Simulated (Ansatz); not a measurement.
# SiO (SMILES O=[Si]) at B2PLYP/def2-TZVPPD

Aim: the vertical singlet–triplet gap of SiO at B2PLYP/def2-TZVPPD, from 2 runs. 

Program for the calculation: Ansatz 0.2.0.

32 further runs of the same task are left out: 32 set aside as unsound or not needed.

### Step 1. The structure to begin with

The species is SiO (2 atoms), meant as a singlet with charge 0. As SMILES, `O=[Si]`. Geometry: relaxed at PBE0-D4/def2-TZVP.

Bond lengths: O1–Si2 1.509 Å.

### Step 2. A single-point energy at B2PLYP/def2-TZVPPD

Input file run.yaml:

```yaml
basis:
  gaussian:
    orbitals: def2-TZVPPD.json
crystal:
  periodic: [false, false, false]
  atoms:
    - {symbol: O, position_ang: [-0.640700, 0.231500, -0.324000]}
    - {symbol: Si, position_ang: [0.640700, -0.231500, 0.324000]}
hamiltonian:
  xc: {name: B2PLYP}
correlation:
  frozen_orbitals: {O: 1, Si: 5}
accuracy: high
output: {orbitals: {seedname: orbitals}}
```

The basis set def2-TZVPPD is read from a file made from the Basis Set Exchange's data (not shown).

Run with:

```bash
$ ansatz run run.yaml --threads 1 --pin off --max-ram 3480MiB --events-out events.jsonl --progress --plain --runs-dir runs
```

Standard output:

```text
Warning: RAYON_NUM_THREADS=1 ignored (pool sized by the plan → 1); use --threads N
Functional definition: B2PLYP
  name "B2PLYP"
  parameter a = 0.53
  parameter c = 0.27
  exchange = (1 - a)*b88_x + a*exact_x
  correlation = (1 - c)*lyp_c + c*(mp2_os + mp2_ss)
1168 factors; integrals over basis functions are off by at most 3.9e-9 eV
mean field evaluation 1: about -9911.2103 eV, gradient 6.2e1 eV
mean field evaluation 2: about -9911.2099 eV, gradient 6.2e1 eV
mean field evaluation 4: about -9918.2402 eV, gradient 7.6e0 eV
mean field evaluation 8: about -9918.4121 eV, gradient 9.8e-2 eV
mean field evaluation 16: about -9918.4121 eV, gradient 2.2e-6 eV
mean field -9918.41208728 eV, -364.4949212663 hartree, gradient 1.7e-8 eV, S^2 0.000000; 0 other end points of the search recorded, 0 dependent functions left out
6 core orbitals not correlated: weight in the atoms' cores, before any rotation towards them, 1.000 or more for the frozen orbitals, at most 0.000 for the correlated occupied ones
reference -9918.41210417 eV, -364.4949218870 hartree; 5, 5 occupied and 77, 77 virtual orbitals, 1168 factors
second order -11.55767790 eV of doubles, -0.00000000 eV of singles
Total energy: -9921.53267720 eV, -364.6096008308 hartree
```

It took 3.3 s on 1 thread of Arm Neoverse V2, shared host; peak memory 0.18 GiB.

### Step 3. The triplet at the same level

Input file job.yaml:

```yaml
basis:
  gaussian: {orbitals: def2-TZVPPD.json}
crystal:
  periodic: [false, false, false]
  atoms:
    - {symbol: O, position_ang: [-0.640700, 0.231500, -0.324000]}
    - {symbol: Si, position_ang: [0.640700, -0.231500, 0.324000]}
total_charge: 0
magnetization: {spin_polarized: true, initial_magnetization: 2}
hamiltonian: {xc: {name: B2PLYP}}
correlation: {frozen_orbitals: {O: 1, Si: 5}}
accuracy: high
output: {orbitals: {seedname: orbitals}}
```

The basis set def2-TZVPPD is read from a file made from the Basis Set Exchange's data (not shown).

Run with:

```bash
$ ansatz run job.yaml --threads 1 --pin off --max-ram 3480MiB --events-out events.jsonl --progress --plain --runs-dir runs
```

Standard output:

```text
Warning: RAYON_NUM_THREADS=1 ignored (pool sized by the plan → 1); use --threads N
[... 6 set-up lines as earlier in the session ...]
1168 factors; integrals over basis functions are off by at most 3.9e-9 eV
mean field evaluation 1: about -9908.2851 eV, gradient 4.0e1 eV
mean field evaluation 2: about -9908.3376 eV, gradient 4.0e1 eV
mean field evaluation 4: about -9914.2860 eV, gradient 4.5e0 eV
mean field evaluation 8: about -9914.4605 eV, gradient 1.6e-1 eV
mean field evaluation 16: about -9914.4614 eV, gradient 2.0e-3 eV
mean field evaluation 32: about -9914.3130 eV, gradient 6.7e-1 eV
mean field evaluation 64: about -9904.0798 eV, gradient 1.6e1 eV
mean field evaluation 96: about -9914.2160 eV, gradient 1.0e0 eV
mean field -9914.46144557 eV, -364.3497378613 hartree, gradient 6.4e-8 eV, S^2 2.016375; 7 other end points of the search recorded, 0 dependent functions left out
6 core orbitals not correlated: weight in the atoms' cores, before any rotation towards them, 1.000 or more for the frozen orbitals, at most 0.000 for the correlated occupied ones
reference -9914.46146304 eV, -364.3497385035 hartree; 6, 4 occupied and 76, 78 virtual orbitals, 1168 factors
second order -10.64961418 eV of doubles, -0.00000000 eV of singles
Total energy: -9917.33685887 eV, -364.4554073512 hartree
```

Wall time 22 s (1 thread of Arm Neoverse V2, shared host); peak memory 0.28 GiB.

### Step 4. Outcome

At B2PLYP/def2-TZVPPD, 6 core orbitals frozen:

| quantity | value |
| --- | --- |
| singlet: total energy | -364.60960 Eh |
| singlet: HOMO energy (SCF part's orbitals) | -10.02 eV |
| singlet: LUMO energy (SCF part's orbitals) | -0.90 eV |
| singlet: HOMO–LUMO gap (SCF part's orbitals) | 9.12 eV |
| triplet: total energy | -364.45541 Eh |
| triplet: HOMO energy (SCF part's orbitals) (highest over α and β) | -5.90 eV |
| triplet: LUMO energy (SCF part's orbitals) (lowest over α and β) | -4.66 eV |
| triplet: ⟨S²⟩ | 2.016 |
| vertical energy of the triplet above the singlet | 4.196 eV |

In words: At this shape the triplet lies 4.20 eV (405 kJ/mol) above the singlet.
